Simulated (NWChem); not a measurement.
System: N₂ cation, doublet

NWChem input:

```
start job
memory heap 200 mb stack 900 mb global 1100 mb
charge 1
geometry units angstroms noautosym nocenter noautoz
  N      0.000000     0.000000    -0.561364
  N      0.000000     0.000000     0.561364
end
basis spherical
  * library cc-pcvtz
end
dft
  odft
  mult 2
  xc hfexch
  iterations 150
end
property
  hyperfine
end
task dft property
```

NWChem printed, in part:

```
             Northwest Computational Chemistry Package (NWChem) 7.3.0
             --------------------------------------------------------

                             Geometry "geometry" -> ""
                             -------------------------

 Output coordinates in angstroms (scale by  1.889725989 to convert to a.u.)

  No.       Tag          Charge          X              Y              Z
 ---- ---------------- ---------- -------------- -------------- --------------
    1 N                    7.0000     0.00000000     0.00000000    -0.56136400
    2 N                    7.0000     0.00000000     0.00000000     0.56136400

 Effective nuclear repulsion energy (a.u.)      23.0952512104

  xc_inp: hfexch multiplicative factor not found.
                              NWChem Property Module
                              ----------------------

  itol2e modified to match energy
  convergence criterion.

                                 NWChem DFT Module
                                 -----------------

 Summary of "ao basis" -> "ao basis" (spherical)
 ------------------------------------------------------------------------------
       Tag                 Description            Shells   Functions and Types
 ---------------- ------------------------------  ------  ---------------------
 N                          cc-pcvtz                15       43   6s5p3d1f

  itol2e modified to match energy
  convergence criterion.

            General Information
            -------------------
          SCF calculation type: DFT
          Wavefunction type:  spin polarized.
          No. of atoms     :     2
          No. of electrons :    13
           Alpha electrons :     7
            Beta electrons :     6
          Charge           :     1
          Spin multiplicity:     2
          Use of symmetry is: off; symmetry adaption is: off
          Maximum number of iterations: 150
          AO basis - number of functions:    86
                     number of shells:    30
          Convergence on energy requested:  1.00D-07
          Convergence on density requested:  1.00D-05
          Convergence on gradient requested:  5.00D-04

              XC Information
              --------------
                     Hartree-Fock (Exact) Exchange  1.000

      Superposition of Atomic Density Guess
      -------------------------------------

 Sum of atomic energies:        -108.61926952

 Renormalizing density from      14.00 to     13

      Non-variational initial energy
      ------------------------------

 Total energy =    -103.646840
 1-e energy   =    -179.216672
 2-e energy   =      52.474581
 HOMO         =      -0.958737
 LUMO         =      -0.518531

   convergence    iter        energy       DeltaE   RMS-Dens  Diis-err
 ---------------- ----- ----------------- --------- --------- ---------
 d= 0,ls=0.0,diis     1   -108.3791262047 -1.31D+02  1.33D-03  1.19D-01
                                                     1.66D-03  1.05D-01
 d= 0,ls=0.0,diis     2   -108.4039243482 -2.48D-02  4.61D-04  5.44D-03
                                                     4.09D-04  2.35D-03
 d= 0,ls=0.0,diis     3   -108.4059473955 -2.02D-03  2.55D-04  5.85D-04
                                                     2.70D-04  3.31D-04
 d= 0,ls=0.0,diis     4   -108.4062875047 -3.40D-04  4.28D-05  1.58D-05
                                                     5.01D-05  1.20D-05
 d= 0,ls=0.0,diis     5   -108.4062965616 -9.06D-06  6.48D-06  3.81D-07
                                                     7.38D-06  3.16D-07
 d= 0,ls=0.0,diis     6   -108.4062968406 -2.79D-07  1.31D-06  1.66D-08
                                                     1.87D-06  2.44D-08
 d= 0,ls=0.0,diis     7   -108.4062968582 -1.76D-08  1.38D-07  4.28D-10
                                                     2.64D-07  1.31D-09

         Total DFT energy =     -108.406296858229
      One electron energy =     -186.966666254808
           Coulomb energy =       68.126153528954
    Exchange-Corr. energy =      -12.661035342807
 Nuclear repulsion energy =       23.095251210431

 Numeric. integr. density =        0.000000000000

                    DFT Final Alpha Molecular Orbital Analysis
                    ------------------------------------------

 Vector    5  Occ=1.000000D+00  E=-1.142939D+00
              MO Center=  1.1D-14,  9.5D-15,  1.2D-13, r^2= 1.2D+00
   Bfn.  Coefficient  Atom+Function         Bfn.  Coefficient  Atom+Function
  ----- ------------  ---------------      ----- ------------  ---------------
    12      0.323581  1 N  pz                55     -0.323581  2 N  pz
     9      0.273261  1 N  pz                52     -0.273261  2 N  pz
     2     -0.208332  1 N  s                 45     -0.208332  2 N  s
     4     -0.179708  1 N  s                 47     -0.179708  2 N  s
    15      0.095237  1 N  pz                58     -0.095237  2 N  pz

 Vector    6  Occ=1.000000D+00  E=-1.028538D+00
              MO Center= -6.7D-15, -1.9D-14,  3.4D-14, r^2= 8.3D-01
   Bfn.  Coefficient  Atom+Function         Bfn.  Coefficient  Atom+Function
  ----- ------------  ---------------      ----- ------------  ---------------
    11      0.308912  1 N  py                54      0.308912  2 N  py
     8      0.229001  1 N  py                51      0.229001  2 N  py
    10      0.129172  1 N  px                53      0.129172  2 N  px
    14      0.126421  1 N  py                57      0.126421  2 N  py
     7      0.095757  1 N  px                50      0.095757  2 N  px

 Vector    7  Occ=1.000000D+00  E=-1.028538D+00
              MO Center= -7.0D-15,  4.0D-15,  3.9D-14, r^2= 8.3D-01
   Bfn.  Coefficient  Atom+Function         Bfn.  Coefficient  Atom+Function
  ----- ------------  ---------------      ----- ------------  ---------------
    10      0.308912  1 N  px                53      0.308912  2 N  px
     7      0.229001  1 N  px                50      0.229001  2 N  px
    11     -0.129172  1 N  py                54     -0.129172  2 N  py
    13      0.126421  1 N  px                56      0.126421  2 N  px
     8     -0.095757  1 N  py                51     -0.095757  2 N  py

 Vector    8  Occ=0.000000D+00  E=-2.589100D-01
              MO Center= -3.2D-15, -1.1D-14, -5.2D-14, r^2= 1.3D+00
   Bfn.  Coefficient  Atom+Function         Bfn.  Coefficient  Atom+Function
  ----- ------------  ---------------      ----- ------------  ---------------
    14      0.456028  1 N  py                57     -0.456028  2 N  py
    11      0.340143  1 N  py                54     -0.340143  2 N  py
     8      0.250415  1 N  py                51     -0.250415  2 N  py
    13      0.168311  1 N  px                56     -0.168311  2 N  px
    10      0.125540  1 N  px                53     -0.125540  2 N  px

 Vector    9  Occ=0.000000D+00  E=-2.589100D-01
              MO Center=  4.5D-15, -6.6D-16, -4.1D-14, r^2= 1.3D+00
   Bfn.  Coefficient  Atom+Function         Bfn.  Coefficient  Atom+Function
  ----- ------------  ---------------      ----- ------------  ---------------
    13      0.456028  1 N  px                56     -0.456028  2 N  px
    10      0.340143  1 N  px                53     -0.340143  2 N  px
     7      0.250415  1 N  px                50     -0.250415  2 N  px
    14     -0.168311  1 N  py                57      0.168311  2 N  py
    11     -0.125540  1 N  py                54      0.125540  2 N  py

 Vector   10  Occ=0.000000D+00  E= 1.253671D-01
              MO Center=  4.6D-15,  3.1D-15,  7.5D-13, r^2= 4.5D+00
   Bfn.  Coefficient  Atom+Function         Bfn.  Coefficient  Atom+Function
  ----- ------------  ---------------      ----- ------------  ---------------
     4      5.417064  1 N  s                 47     -5.417064  2 N  s
    15      3.195344  1 N  pz                58      3.195344  2 N  pz
     2      0.620262  1 N  s                 45     -0.620262  2 N  s
    12      0.458367  1 N  pz                55      0.458367  2 N  pz
    29      0.327715  1 N  d  0              72     -0.327715  2 N  d  0

                     DFT Final Beta Molecular Orbital Analysis
                     -----------------------------------------

 Vector    4  Occ=1.000000D+00  E=-1.050363D+00
              MO Center= -8.9D-15, -1.6D-14, -1.6D-13, r^2= 1.2D+00
   Bfn.  Coefficient  Atom+Function         Bfn.  Coefficient  Atom+Function
  ----- ------------  ---------------      ----- ------------  ---------------
     2      0.447896  1 N  s                 45     -0.447896  2 N  s
     4      0.393423  1 N  s                 47     -0.393423  2 N  s
     3      0.109370  1 N  s                 46     -0.109370  2 N  s
    12     -0.095340  1 N  pz                55     -0.095340  2 N  pz
     9     -0.085037  1 N  pz                52     -0.085037  2 N  pz

 Vector    5  Occ=1.000000D+00  E=-1.013209D+00
              MO Center= -1.9D-14, -1.7D-14,  1.5D-14, r^2= 8.3D-01
   Bfn.  Coefficient  Atom+Function         Bfn.  Coefficient  Atom+Function
  ----- ------------  ---------------      ----- ------------  ---------------
    10      0.248370  1 N  px                53      0.248370  2 N  px
    11      0.217304  1 N  py                54      0.217304  2 N  py
     7      0.184255  1 N  px                50      0.184255  2 N  px
     8      0.161209  1 N  py                51      0.161209  2 N  py
    13      0.106051  1 N  px                56      0.106051  2 N  px

 Vector    6  Occ=1.000000D+00  E=-1.013209D+00
              MO Center=  4.5D-15, -5.6D-15, -1.3D-13, r^2= 8.3D-01
   Bfn.  Coefficient  Atom+Function         Bfn.  Coefficient  Atom+Function
  ----- ------------  ---------------      ----- ------------  ---------------
    11      0.248370  1 N  py                54      0.248370  2 N  py
    10     -0.217304  1 N  px                53     -0.217304  2 N  px
     8      0.184255  1 N  py                51      0.184255  2 N  py
     7     -0.161209  1 N  px                50     -0.161209  2 N  px
    14      0.106051  1 N  py                57      0.106051  2 N  py

 Vector    7  Occ=0.000000D+00  E=-5.168897D-01
              MO Center=  1.5D-14,  2.4D-14,  2.1D-13, r^2= 1.4D+00
   Bfn.  Coefficient  Atom+Function         Bfn.  Coefficient  Atom+Function
  ----- ------------  ---------------      ----- ------------  ---------------
     4      0.301988  1 N  s                 47      0.301988  2 N  s
    12     -0.296684  1 N  pz                55      0.296684  2 N  pz
     9     -0.243534  1 N  pz                52      0.243534  2 N  pz
    15     -0.188276  1 N  pz                58      0.188276  2 N  pz
     2      0.094440  1 N  s                 45      0.094440  2 N  s

 Vector    8  Occ=0.000000D+00  E=-2.285310D-01
              MO Center=  1.1D-14,  1.7D-14,  4.2D-14, r^2= 1.3D+00
   Bfn.  Coefficient  Atom+Function         Bfn.  Coefficient  Atom+Function
  ----- ------------  ---------------      ----- ------------  ---------------
    14      0.505258  1 N  py                57     -0.505258  2 N  py
    11      0.351504  1 N  py                54     -0.351504  2 N  py
     8      0.257362  1 N  py                51     -0.257362  2 N  py
    13      0.116119  1 N  px                56     -0.116119  2 N  px
    10      0.080783  1 N  px                53     -0.080783  2 N  px

 Vector    9  Occ=0.000000D+00  E=-2.285310D-01
              MO Center=  5.3D-15, -1.4D-15,  5.6D-14, r^2= 1.3D+00
   Bfn.  Coefficient  Atom+Function         Bfn.  Coefficient  Atom+Function
  ----- ------------  ---------------      ----- ------------  ---------------
    13      0.505258  1 N  px                56     -0.505258  2 N  px
    10      0.351504  1 N  px                53     -0.351504  2 N  px
     7      0.257362  1 N  px                50     -0.257362  2 N  px
    14     -0.116119  1 N  py                57      0.116119  2 N  py
    11     -0.080783  1 N  py                54      0.080783  2 N  py

   alpha - beta orbital overlaps
   -----------------------------

   alpha      1      2      3      4      5      6      7      8      9     10
    beta      1      2      3      4      7      5      6      8      9     10
 overlap   1.000  1.000  0.999  0.992  0.989  0.898  0.898  0.992  0.992  1.000

   alpha     11     12     13     14     15     16     17     18     19     20
    beta     11     13     12     14     15     16     17     18     19     20
 overlap   0.892  0.795  0.795  0.888  0.851  0.851  0.981  0.912  0.912  0.988

   alpha     21     22     23     24     25     26     27     28     29     30
    beta     22     21     23     24     25     27     26     28     30     29
 overlap   0.717  0.717  0.936  0.936  0.999  0.947  0.947  0.999  0.721  0.721

[...]

          ----------------------
          Hyperfine Interactions
          ----------------------

 Total Spin Density (Fermi Contact Term)
 ------------------ --------------------
     Atom            x         y         z       Density (a.u.)      Aiso(MHz)     Aiso(Gauss)
     1  14-N      0.00000   0.00000  -1.06082       0.060650         19.596278       6.992428
     2  14-N      0.00000   0.00000   1.06082       0.060650         19.596278       6.992428

           -------------------------------------------
           Anisotropic Interaction (Spin-Dipolar Term)
           -------------------------------------------

 ------------------------------------------------------------
     Atom            x         y         z
 ------------------------------------------------------------
     1  14-N      0.00000   0.00000  -1.06082

   Spin-Dipolar term (a.u.)
        xx             yy             zz             xy             xz             yz
 ------------------------------------------------------------------------------------------
      -0.862924      -0.862924       1.725848       0.000000      -0.000000       0.000000

   Principal Comp. of -hf- tensor (au)            Anisotropic -hfcc- (MHz)               Anisotropic -hfcc- (Gauss)
 --------------------------------------------------------------------------------------------------------------------------
     -0.862924    -0.862924     1.725848     -33.281038   -33.281038    66.562076     -11.875482   -11.875482    23.750964

   Orientation of the principal axis of Hyperfine Tensor w.r.t absolute (molecular) frame
 --------------------------------------------------------------------------------------------------------------------------
      1.000000     0.000000    -0.000000
      0.000000     1.000000     0.000000
     -0.000000     0.000000     1.000000

 ------------------------------------------------------------
     Atom            x         y         z
 ------------------------------------------------------------
     2  14-N      0.00000   0.00000   1.06082

   Spin-Dipolar term (a.u.)
        xx             yy             zz             xy             xz             yz
 ------------------------------------------------------------------------------------------
      -0.862924      -0.862924       1.725848      -0.000000       0.000000       0.000000

   Principal Comp. of -hf- tensor (au)            Anisotropic -hfcc- (MHz)               Anisotropic -hfcc- (Gauss)
 --------------------------------------------------------------------------------------------------------------------------
     -0.862924    -0.862924     1.725848     -33.281038   -33.281038    66.562076     -11.875482   -11.875482    23.750964

   Orientation of the principal axis of Hyperfine Tensor w.r.t absolute (molecular) frame
 --------------------------------------------------------------------------------------------------------------------------
      1.000000    -0.000000     0.000000
     -0.000000     1.000000     0.000000
      0.000000     0.000000     1.000000
```

Level: UHF/cc-pCVTZ, contact and dipolar terms. Structure relaxed at the PBE-D3(BJ)/def2-SVP, spin-unrestricted level. No stability test was run on the SCF state.
